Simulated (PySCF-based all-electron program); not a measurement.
# MgS, singlet: squeezing and stretching

Calculated with an in-house all-electron program built on PySCF, in large uncontracted Gaussian sets near the basis limit; Koelling–Harmon scalar relativity, no spin–orbit coupling, spin-restricted. Forces are good to about 0.002 eV/Å. In part, the state lies near an instability. A positive force pushes the atoms apart.

| r (Å) | PBE (eV/Å) |
| --- | --- |
| 1.7136 | ? |
| 1.8207 | ? |
| 1.9278 | 5.018 |
| 2.142 | 0.120 |

(1) What does PBE give at the lengths left open?

Results:

(1) 1.7136 Å: 15.643 eV/Å; 1.8207 Å: 9.373 eV/Å.
